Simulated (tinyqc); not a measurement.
ROHF in the sto-3g basis, for BH2, spin multiplicity 2, step by step (part 1 of 2). Computed by tinyqc, a small Python program that keeps every step (integrals from PySCF). Settings: charge = 0, multiplicity = 2, basis = sto-3g, energy threshold = 1e-10, iteration cap = 73, orthogonalisation = symmetric, start = atomic densities, DIIS depth = 6, method = ROHF. Command: `OMP_NUM_THREADS=1 python tinyqc.py 30167 30168 out.jsonl` (the two numbers bound the seeds that draw the settings). One thread of a shared host (Intel(R) Xeon(R) Processor @ 2.60GHz), about 0.1 s of CPU time with the checks. Later iterations appear only in the table of the cycle.

## One-electron integrals

Geometry (angstrom):
```
atom         x          y         z
B     0.000000   0.000000  0.000000
H     0.000000   1.271000  0.621000
H     0.000000  -1.271000  0.621000
```

Basis sto-3g: exponents (1/bohr^2) and contraction coefficients of normalised primitives:
```
element  l (shell)   exponent  coefficient
B            s (1)  48.791113     0.154329
B            s (1)   8.887362     0.535328
B            s (1)   2.405267     0.444635
B            s (2)   2.236956    -0.099967
B            s (2)   0.519821     0.399513
B            s (2)   0.169062     0.700115
B            p (3)   2.236956     0.155916
B            p (3)   0.519821     0.607684
B            p (3)   0.169062     0.391957
H            s (1)   3.425251     0.154329
H            s (1)   0.623914     0.535328
H            s (1)   0.168855     0.444635
```

Overlap, kinetic and nuclear-attraction integrals over the contracted functions; the nuclear repulsion is the sum of Za Zb / Rab.

nuclear repulsion = 3.94900975 hartree

overlap S, order 1B 1s, 1B 2s, 1B 2px, 1B 2py, 1B 2pz, 2H 1s, 3H 1s:
$$\begin{pmatrix}
1.000000 & 0.269328 & 0.000000 & 0.000000 & 0.000000 & 0.040066 & 0.040066 \\
0.269328 & 1.000000 & 0.000000 & 0.000000 & 0.000000 & 0.366912 & 0.366912 \\
0.000000 & 0.000000 & 1.000000 & 0.000000 & 0.000000 & 0.000000 & 0.000000 \\
0.000000 & 0.000000 & 0.000000 & 1.000000 & 0.000000 & 0.364981 & -0.364981 \\
0.000000 & 0.000000 & 0.000000 & 0.000000 & 1.000000 & 0.178327 & 0.178327 \\
0.040066 & 0.366912 & 0.000000 & 0.364981 & 0.178327 & 1.000000 & 0.045747 \\
0.040066 & 0.366912 & 0.000000 & -0.364981 & 0.178327 & 0.045747 & 1.000000
\end{pmatrix}$$

kinetic energy T (hartree), order 1B 1s, 1B 2s, 1B 2px, 1B 2py, 1B 2pz, 2H 1s, 3H 1s:
$$\begin{pmatrix}
10.826302 & -0.047967 & 0.000000 & 0.000000 & 0.000000 & -0.011639 & -0.011639 \\
-0.047967 & 0.359168 & 0.000000 & 0.000000 & 0.000000 & 0.042388 & 0.042388 \\
0.000000 & 0.000000 & 1.123881 & 0.000000 & 0.000000 & 0.000000 & 0.000000 \\
0.000000 & 0.000000 & 0.000000 & 1.123881 & 0.000000 & 0.119127 & -0.119127 \\
0.000000 & 0.000000 & 0.000000 & 0.000000 & 1.123881 & 0.058204 & 0.058204 \\
-0.011639 & 0.042388 & 0.000000 & 0.119127 & 0.058204 & 0.760032 & -0.010398 \\
-0.011639 & 0.042388 & 0.000000 & -0.119127 & 0.058204 & -0.010398 & 0.760032
\end{pmatrix}$$

nuclear attraction V (hartree), order 1B 1s, 1B 2s, 1B 2px, 1B 2py, 1B 2pz, 2H 1s, 3H 1s:
$$\begin{pmatrix}
-23.895555 & -3.340865 & 0.000000 & 0.000000 & -0.011546 & -0.498933 & -0.498933 \\
-3.340865 & -4.508975 & 0.000000 & 0.000000 & -0.109509 & -1.379101 & -1.379101 \\
0.000000 & 0.000000 & -4.420882 & 0.000000 & 0.000000 & 0.000000 & 0.000000 \\
0.000000 & 0.000000 & 0.000000 & -4.559924 & 0.000000 & -1.285982 & 1.285982 \\
-0.011546 & -0.109509 & 0.000000 & 0.000000 & -4.454074 & -0.643525 & -0.643525 \\
-0.498933 & -1.379101 & 0.000000 & -1.285982 & -0.643525 & -3.294323 & -0.168734 \\
-0.498933 & -1.379101 & 0.000000 & 1.285982 & -0.643525 & -0.168734 & -3.294323
\end{pmatrix}$$

core Hamiltonian H = T + V (hartree), order 1B 1s, 1B 2s, 1B 2px, 1B 2py, 1B 2pz, 2H 1s, 3H 1s:
$$\begin{pmatrix}
-13.069253 & -3.388832 & 0.000000 & 0.000000 & -0.011546 & -0.510572 & -0.510572 \\
-3.388832 & -4.149807 & 0.000000 & 0.000000 & -0.109509 & -1.336712 & -1.336712 \\
0.000000 & 0.000000 & -3.297001 & 0.000000 & 0.000000 & 0.000000 & 0.000000 \\
0.000000 & 0.000000 & 0.000000 & -3.436043 & 0.000000 & -1.166856 & 1.166856 \\
-0.011546 & -0.109509 & 0.000000 & 0.000000 & -3.330194 & -0.585320 & -0.585320 \\
-0.510572 & -1.336712 & 0.000000 & -1.166856 & -0.585320 & -2.534291 & -0.179132 \\
-0.510572 & -1.336712 & 0.000000 & 1.166856 & -0.585320 & -0.179132 & -2.534291
\end{pmatrix}$$

## Two-electron integrals

Functions are numbered as in S; the eight-fold symmetry (ij|kl) = (ji|kl) = (kl|ij) leaves the list below.

Two-electron integrals (ij|kl) in chemists' order, unique and non-zero (hartree):
```
(11|11) 2.923513    (21|11) 0.518376    (21|21) 0.109262    (22|11) 0.744229
(22|21) 0.193177    (22|22) 0.544804    (31|31) 0.020264    (32|31) 0.029996
(32|32) 0.120346    (33|11) 0.742491    (33|21) 0.193240    (33|22) 0.544682
(33|33) 0.586773    (41|41) 0.020264    (42|41) 0.029996    (42|42) 0.120346
(43|43) 0.031630    (44|11) 0.742491    (44|21) 0.193240    (44|22) 0.544682
(44|33) 0.523513    (44|44) 0.586773    (51|51) 0.020264    (52|51) 0.029996
(52|52) 0.120346    (53|53) 0.031630    (54|54) 0.031630    (55|11) 0.742491
(55|21) 0.193240    (55|22) 0.544682    (55|33) 0.523513    (55|44) 0.523513
(55|55) 0.586773    (61|11) 0.076693    (61|21) 0.016118    (61|22) 0.028629
(61|33) 0.028497    (61|41) 0.001022    (61|42) 0.001902    (61|44) 0.028829
(61|51) 0.000499    (61|52) 0.000929    (61|54) 0.000162    (61|55) 0.028576
(61|61) 0.002449    (62|11) 0.202644    (62|21) 0.053519    (62|22) 0.168362
(62|33) 0.163390    (62|41) 0.005261    (62|42) 0.033390    (62|44) 0.175297
(62|51) 0.002571    (62|52) 0.016314    (62|54) 0.005818    (62|55) 0.166233
(62|61) 0.008431    (62|62) 0.074878    (63|31) 0.005099    (63|32) 0.024463
(63|43) 0.006063    (63|53) 0.002963    (63|63) 0.007748    (64|11) 0.176966
(64|21) 0.047325    (64|22) 0.157060    (64|33) 0.148818    (64|41) 0.009055
(64|42) 0.052578    (64|44) 0.170976    (64|51) 0.001933    (64|52) 0.013737
(64|54) 0.007864    (64|55) 0.151212    (64|61) 0.007775    (64|62) 0.081522
(64|64) 0.094697    (65|11) 0.086464    (65|21) 0.023122    (65|22) 0.076738
(65|33) 0.072711    (65|41) 0.001933    (65|42) 0.013737    (65|44) 0.077612
(65|51) 0.006044    (65|52) 0.031175    (65|54) 0.008458    (65|55) 0.079806
(65|61) 0.003799    (65|62) 0.039831    (65|64) 0.042482    (65|65) 0.028505
(66|11) 0.371665    (66|21) 0.099918    (66|22) 0.356785    (66|33) 0.336288
(66|41) 0.011180    (66|42) 0.095969    (66|44) 0.385540    (66|51) 0.005463
(66|52) 0.046890    (66|54) 0.024064    (66|55) 0.348045    (66|61) 0.015960
(66|62) 0.209160    (66|64) 0.246368    (66|65) 0.120373    (66|66) 0.774606
(71|11) 0.076693    (71|21) 0.016118    (71|22) 0.028629    (71|33) 0.028497
(71|41) -0.001022   (71|42) -0.001902   (71|44) 0.028829    (71|51) 0.000499
(71|52) 0.000929    (71|54) -0.000162   (71|55) 0.028576    (71|61) 0.002337
(71|62) 0.007674    (71|64) 0.006508    (71|65) 0.003474    (71|66) 0.014267
(71|71) 0.002449    (72|11) 0.202644    (72|21) 0.053519    (72|22) 0.168362
(72|33) 0.163390    (72|41) -0.005261   (72|42) -0.033390   (72|44) 0.175297
(72|51) 0.002571    (72|52) 0.016314    (72|54) -0.005818   (72|55) 0.166233
(72|61) 0.007674    (72|62) 0.046330    (72|64) 0.038246    (72|65) 0.024101
(72|66) 0.096538    (72|71) 0.008431    (72|72) 0.074878    (73|31) 0.005099
(73|32) 0.024463    (73|43) -0.006063   (73|53) 0.002963    (73|63) 0.004245
(73|73) 0.007748    (74|11) -0.176966   (74|21) -0.047325   (74|22) -0.157060
(74|33) -0.148818   (74|41) 0.009055    (74|42) 0.052578    (74|44) -0.170976
(74|51) -0.001933   (74|52) -0.013737   (74|54) 0.007864    (74|55) -0.151212
(74|61) -0.006508   (74|62) -0.038246   (74|64) -0.028533   (74|65) -0.019592
(74|66) -0.077682   (74|71) -0.007775   (74|72) -0.081522   (74|74) 0.094697
(75|11) 0.086464    (75|21) 0.023122    (75|22) 0.076738    (75|33) 0.072711
(75|41) -0.001933   (75|42) -0.013737   (75|44) 0.077612    (75|51) 0.006044
(75|52) 0.031175    (75|54) -0.008458   (75|55) 0.079806    (75|61) 0.003474
(75|62) 0.024101    (75|64) 0.019592    (75|65) 0.016505    (75|66) 0.052170
(75|71) 0.003799    (75|72) 0.039831    (75|74) -0.042482   (75|75) 0.028505
(76|11) 0.025163    (76|21) 0.006637    (76|22) 0.020928    (76|33) 0.020368
(76|44) 0.021086    (76|51) 0.000563    (76|52) 0.003556    (76|55) 0.021311
(76|61) 0.001005    (76|62) 0.007589    (76|64) 0.007265    (76|65) 0.004421
(76|66) 0.018591    (76|71) 0.001005    (76|72) 0.007589    (76|74) -0.007265
(76|75) 0.004421    (76|76) 0.001004    (77|11) 0.371665    (77|21) 0.099918
(77|22) 0.356785    (77|33) 0.336288    (77|41) -0.011180   (77|42) -0.095969
(77|44) 0.385540    (77|51) 0.005463    (77|52) 0.046890    (77|54) -0.024064
(77|55) 0.348045    (77|61) 0.014267    (77|62) 0.096538    (77|64) 0.077682
(77|65) 0.052170    (77|66) 0.208090    (77|71) 0.015960    (77|72) 0.209160
(77|74) -0.246368   (77|75) 0.120373    (77|76) 0.018591    (77|77) 0.774606
```

## Orthogonalisation

S = U s U^T; symmetric (Loewdin) form X = U s^(-1/2) U^T, so that X^T S X = 1.

eigenvalues of S: [0.410843, 0.460458, 0.873410, 1.000000, 1.092458, 1.493795, 1.669036]

X, order 1B 1s, 1B 2s, 1B 2px, 1B 2py, 1B 2pz, 2H 1s, 3H 1s:
$$\begin{pmatrix}
1.031176 & -0.158229 & 0.000000 & 0.000000 & -0.008006 & 0.024122 & 0.024122 \\
-0.158229 & 1.165918 & 0.000000 & 0.000000 & 0.064613 & -0.231972 & -0.231972 \\
0.000000 & 0.000000 & 1.000000 & 0.000000 & 0.000000 & 0.000000 & 0.000000 \\
0.000000 & 0.000000 & 0.000000 & 1.131428 & 0.000000 & -0.231525 & 0.231525 \\
-0.008006 & 0.064613 & 0.000000 & 0.000000 & 1.030438 & -0.109805 & -0.109805 \\
0.024122 & -0.231972 & 0.000000 & -0.231525 & -0.109805 & 1.146931 & -0.013517 \\
0.024122 & -0.231972 & 0.000000 & 0.231525 & -0.109805 & -0.013517 & 1.146931
\end{pmatrix}$$

## Starting guess

The start is atomic minimal-basis densities projected into this basis (PySCF's MINAO start) and scaled to the electron count of each spin; this density is not idempotent, so its energy is not variational and may lie below the converged one.

D(alpha) at the start, order 1B 1s, 1B 2s, 1B 2px, 1B 2py, 1B 2pz, 2H 1s, 3H 1s:
$$\begin{pmatrix}
1.240766 & -0.310070 & 0.000000 & 0.000000 & 0.007739 & -0.021313 & -0.021313 \\
-0.310070 & 1.160306 & 0.000000 & 0.000000 & -0.024257 & 0.078802 & 0.078802 \\
0.000000 & 0.000000 & 0.183035 & 0.000000 & 0.000000 & 0.000000 & 0.000000 \\
0.000000 & 0.000000 & 0.000000 & 0.154130 & 0.000000 & 0.029040 & -0.029040 \\
0.007739 & -0.024257 & 0.000000 & 0.000000 & 0.176289 & 0.012297 & 0.012297 \\
-0.021313 & 0.078802 & 0.000000 & 0.029040 & 0.012297 & 0.544115 & 0.009396 \\
-0.021313 & 0.078802 & 0.000000 & -0.029040 & 0.012297 & 0.009396 & 0.544115
\end{pmatrix}$$

D(beta) at the start, order 1B 1s, 1B 2s, 1B 2px, 1B 2py, 1B 2pz, 2H 1s, 3H 1s:
$$\begin{pmatrix}
0.930575 & -0.232553 & 0.000000 & 0.000000 & 0.005804 & -0.015985 & -0.015985 \\
-0.232553 & 0.870230 & 0.000000 & 0.000000 & -0.018193 & 0.059102 & 0.059102 \\
0.000000 & 0.000000 & 0.137276 & 0.000000 & 0.000000 & 0.000000 & 0.000000 \\
0.000000 & 0.000000 & 0.000000 & 0.115597 & 0.000000 & 0.021780 & -0.021780 \\
0.005804 & -0.018193 & 0.000000 & 0.000000 & 0.132217 & 0.009222 & 0.009222 \\
-0.015985 & 0.059102 & 0.000000 & 0.021780 & 0.009222 & 0.408086 & 0.007047 \\
-0.015985 & 0.059102 & 0.000000 & -0.021780 & 0.009222 & 0.007047 & 0.408086
\end{pmatrix}$$

## Iteration 1: building the Fock matrix

J_ij = sum D_kl (ij|kl) with D = D(alpha) + D(beta), K_ij = sum D_kl (ik|jl) for each spin; F = H + J - K(s); E = tr D H + tr D J / 2 - 0.5 sum_s tr D(s) K(s) + E_nn.

Coulomb J (hartree), order 1B 1s, 1B 2s, 1B 2px, 1B 2py, 1B 2pz, 2H 1s, 3H 1s:
$$\begin{pmatrix}
8.816107 & 1.802113 & 0.000000 & 0.000000 & 0.010680 & 0.267487 & 0.267487 \\
1.802113 & 3.809278 & 0.000000 & 0.000000 & 0.094346 & 1.211867 & 1.211867 \\
0.000000 & 0.000000 & 3.762631 & 0.000000 & 0.000000 & 0.000000 & 0.000000 \\
0.000000 & 0.000000 & 0.000000 & 3.864695 & 0.000000 & 1.147094 & -1.147094 \\
0.010680 & 0.094346 & 0.000000 & 0.000000 & 3.786960 & 0.574609 & 0.574609 \\
0.267487 & 1.211867 & 0.000000 & 1.147094 & 0.574609 & 2.797047 & 0.149760 \\
0.267487 & 1.211867 & 0.000000 & -1.147094 & 0.574609 & 0.149760 & 2.797047
\end{pmatrix}$$

exchange K(alpha) (hartree), order 1B 1s, 1B 2s, 1B 2px, 1B 2py, 1B 2pz, 2H 1s, 3H 1s:
$$\begin{pmatrix}
3.444507 & 0.631531 & 0.000000 & 0.000000 & 0.005744 & 0.103876 & 0.103876 \\
0.631531 & 0.845246 & 0.000000 & 0.000000 & 0.048955 & 0.366951 & 0.366951 \\
0.000000 & 0.000000 & 0.280667 & 0.000000 & 0.000000 & 0.000000 & 0.000000 \\
0.000000 & 0.000000 & 0.000000 & 0.386547 & 0.000000 & 0.221170 & -0.221170 \\
0.005744 & 0.048955 & 0.000000 & 0.000000 & 0.305834 & 0.113389 & 0.113389 \\
0.103876 & 0.366951 & 0.000000 & 0.221170 & 0.113389 & 0.576622 & 0.085327 \\
0.103876 & 0.366951 & 0.000000 & -0.221170 & 0.113389 & 0.085327 & 0.576622
\end{pmatrix}$$

exchange K(beta) (hartree), order 1B 1s, 1B 2s, 1B 2px, 1B 2py, 1B 2pz, 2H 1s, 3H 1s:
$$\begin{pmatrix}
2.583380 & 0.473648 & 0.000000 & 0.000000 & 0.004308 & 0.077907 & 0.077907 \\
0.473648 & 0.633934 & 0.000000 & 0.000000 & 0.036716 & 0.275213 & 0.275213 \\
0.000000 & 0.000000 & 0.210500 & 0.000000 & 0.000000 & 0.000000 & 0.000000 \\
0.000000 & 0.000000 & 0.000000 & 0.289910 & 0.000000 & 0.165877 & -0.165877 \\
0.004308 & 0.036716 & 0.000000 & 0.000000 & 0.229375 & 0.085042 & 0.085042 \\
0.077907 & 0.275213 & 0.000000 & 0.165877 & 0.085042 & 0.432466 & 0.063996 \\
0.077907 & 0.275213 & 0.000000 & -0.165877 & 0.085042 & 0.063996 & 0.432466
\end{pmatrix}$$

F(alpha) (hartree), order 1B 1s, 1B 2s, 1B 2px, 1B 2py, 1B 2pz, 2H 1s, 3H 1s:
$$\begin{pmatrix}
-7.697653 & -2.218250 & 0.000000 & 0.000000 & -0.006609 & -0.346961 & -0.346961 \\
-2.218250 & -1.185775 & 0.000000 & 0.000000 & -0.064118 & -0.491797 & -0.491797 \\
0.000000 & 0.000000 & 0.184963 & 0.000000 & 0.000000 & 0.000000 & 0.000000 \\
0.000000 & 0.000000 & 0.000000 & 0.042105 & 0.000000 & -0.240931 & 0.240931 \\
-0.006609 & -0.064118 & 0.000000 & 0.000000 & 0.150933 & -0.124101 & -0.124101 \\
-0.346961 & -0.491797 & 0.000000 & -0.240931 & -0.124101 & -0.313866 & -0.114700 \\
-0.346961 & -0.491797 & 0.000000 & 0.240931 & -0.124101 & -0.114700 & -0.313866
\end{pmatrix}$$

F(beta) (hartree), order 1B 1s, 1B 2s, 1B 2px, 1B 2py, 1B 2pz, 2H 1s, 3H 1s:
$$\begin{pmatrix}
-6.836527 & -2.060367 & 0.000000 & 0.000000 & -0.005173 & -0.320992 & -0.320992 \\
-2.060367 & -0.974463 & 0.000000 & 0.000000 & -0.051880 & -0.400059 & -0.400059 \\
0.000000 & 0.000000 & 0.255130 & 0.000000 & 0.000000 & 0.000000 & 0.000000 \\
0.000000 & 0.000000 & 0.000000 & 0.138742 & 0.000000 & -0.185639 & 0.185639 \\
-0.005173 & -0.051880 & 0.000000 & 0.000000 & 0.227391 & -0.095753 & -0.095753 \\
-0.320992 & -0.400059 & 0.000000 & -0.185639 & -0.095753 & -0.169710 & -0.093368 \\
-0.320992 & -0.400059 & 0.000000 & 0.185639 & -0.095753 & -0.093368 & -0.169710
\end{pmatrix}$$

total energy of this density = -25.19869107 hartree

This density is the starting one; it is not idempotent, so its energy is not variational and may lie below the converged one.

## Iteration 1: Roothaan effective Fock matrix

With projectors Pc = D(beta) S, Po = (D(alpha) - D(beta)) S, Pv = 1 - D(alpha) S, the block xy is Px^T F Py; with Fc = (F(alpha) + F(beta))/2, the blocks are Fc for cc, oo, vv and cv, F(beta) for co and F(alpha) for ov.

effective F (hartree), order 1B 1s, 1B 2s, 1B 2px, 1B 2py, 1B 2pz, 2H 1s, 3H 1s:
$$\begin{pmatrix}
-7.010759 & -2.082424 & 0.000000 & 0.000000 & -0.003151 & -0.327806 & -0.327806 \\
-2.082424 & -0.971534 & 0.000000 & 0.000000 & -0.047201 & -0.385794 & -0.385794 \\
0.000000 & 0.000000 & 0.217864 & 0.000000 & 0.000000 & 0.000000 & 0.000000 \\
0.000000 & 0.000000 & 0.000000 & 0.090494 & 0.000000 & -0.212436 & 0.212436 \\
-0.003151 & -0.047201 & 0.000000 & 0.000000 & 0.188073 & -0.104484 & -0.104484 \\
-0.327806 & -0.385794 & 0.000000 & -0.212436 & -0.104484 & -0.206411 & -0.070108 \\
-0.327806 & -0.385794 & 0.000000 & 0.212436 & -0.104484 & -0.070108 & -0.206411
\end{pmatrix}$$

## Iteration 1: diagonalisation and new density

Diagonalise F' = X^T F X, C = X C', fill 4 alpha and 3 beta electrons from the bottom; D(s) = C_occ C_occ^T. Each column has its largest component positive (the first on a tie).

F' = X^T F X (hartree):
$$\begin{pmatrix}
-6.826507 & -1.120347 & 0.000000 & 0.000000 & -0.014913 & -0.020417 & -0.020417 \\
-1.120347 & -0.388371 & 0.000000 & 0.000000 & 0.049874 & -0.269274 & -0.269274 \\
0.000000 & 0.000000 & 0.217864 & 0.000000 & 0.000000 & 0.000000 & 0.000000 \\
0.000000 & 0.000000 & 0.000000 & 0.323826 & 0.000000 & -0.288780 & 0.288780 \\
-0.014913 & 0.049874 & 0.000000 & 0.000000 & 0.241528 & -0.134270 & -0.134270 \\
-0.020417 & -0.269274 & 0.000000 & -0.288780 & -0.134270 & 0.027390 & -0.027064 \\
-0.020417 & -0.269274 & 0.000000 & 0.288780 & -0.134270 & -0.027064 & 0.027390
\end{pmatrix}$$

orbital energies (hartree): MO1 -7.017114, MO2 -0.490696, MO3 -0.240893, MO4 0.085350, MO5 0.217864, MO6 0.449436, MO7 0.619174

coefficients C, order 1B 1s, 1B 2s, 1B 2px, 1B 2py, 1B 2pz, 2H 1s, 3H 1s:
$$\begin{pmatrix}
0.990498 & -0.242159 & 0.000000 & -0.162207 & 0.000000 & -0.153458 & 0.000000 \\
0.034905 & 0.712032 & 0.000000 & 0.677191 & 0.000000 & 0.727601 & 0.000000 \\
0.000000 & 0.000000 & 0.000000 & 0.000000 & 1.000000 & 0.000000 & 0.000000 \\
0.000000 & 0.000000 & 0.397705 & 0.000000 & 0.000000 & 0.000000 & 1.108679 \\
0.002133 & 0.063817 & 0.000000 & -0.653113 & 0.000000 & 0.812110 & 0.000000 \\
-0.004621 & 0.308357 & 0.529232 & -0.411610 & 0.000000 & -0.666510 & -0.668458 \\
-0.004621 & 0.308357 & -0.529232 & -0.411610 & 0.000000 & -0.666510 & 0.668458
\end{pmatrix}$$

D(alpha) after iteration 1, order 1B 1s, 1B 2s, 1B 2px, 1B 2py, 1B 2pz, 2H 1s, 3H 1s:
$$\begin{pmatrix}
1.066038 & -0.247696 & 0.000000 & 0.000000 & 0.092598 & -0.012483 & -0.012483 \\
-0.247696 & 0.966796 & 0.000000 & 0.000000 & -0.396768 & -0.059340 & -0.059340 \\
0.000000 & 0.000000 & 0.000000 & 0.000000 & 0.000000 & 0.000000 & 0.000000 \\
0.000000 & 0.000000 & 0.000000 & 0.158170 & 0.000000 & 0.210479 & -0.210479 \\
0.092598 & -0.396768 & 0.000000 & 0.000000 & 0.430634 & 0.288496 & 0.288496 \\
-0.012483 & -0.059340 & 0.000000 & 0.210479 & 0.288496 & 0.544615 & -0.015559 \\
-0.012483 & -0.059340 & 0.000000 & -0.210479 & 0.288496 & -0.015559 & 0.544615
\end{pmatrix}$$

D(beta) after iteration 1, order 1B 1s, 1B 2s, 1B 2px, 1B 2py, 1B 2pz, 2H 1s, 3H 1s:
$$\begin{pmatrix}
1.039727 & -0.137851 & 0.000000 & 0.000000 & -0.013341 & -0.079249 & -0.079249 \\
-0.137851 & 0.508208 & 0.000000 & 0.000000 & 0.045514 & 0.219399 & 0.219399 \\
0.000000 & 0.000000 & 0.000000 & 0.000000 & 0.000000 & 0.000000 & 0.000000 \\
0.000000 & 0.000000 & 0.000000 & 0.158170 & 0.000000 & 0.210479 & -0.210479 \\
-0.013341 & 0.045514 & 0.000000 & 0.000000 & 0.004077 & 0.019669 & 0.019669 \\
-0.079249 & 0.219399 & 0.000000 & 0.210479 & 0.019669 & 0.375192 & -0.184982 \\
-0.079249 & 0.219399 & 0.000000 & -0.210479 & 0.019669 & -0.184982 & 0.375192
\end{pmatrix}$$
